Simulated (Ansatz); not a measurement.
```xyz
6

F    -0.113    0.843    1.604
C     0.368    0.175    0.556
C    -0.409   -0.121   -0.469
Cl    0.191   -0.977   -1.826
H     1.417   -0.079    0.644
H    -1.454    0.158   -0.509
```

Charge 0, multiplicity 1.

(1) List the PBE/def2-TZVPP orbital energies in eV (Ansatz 0.2.0). (Estimate.)

## Answers

(1) Computed: Occupied: -2739.53, -660.84, -271.44, -270.60, -250.06, -190.84, -190.55, -190.54, -31.17, -22.17, -18.73, -15.20, -13.50, -12.49, -11.53, -10.79, -9.32, -9.06, -7.74, -6.17. Lowest empty: -1.18, -0.38, 1.11, 1.65, 2.38, 3.33, 4.91, 4.93.
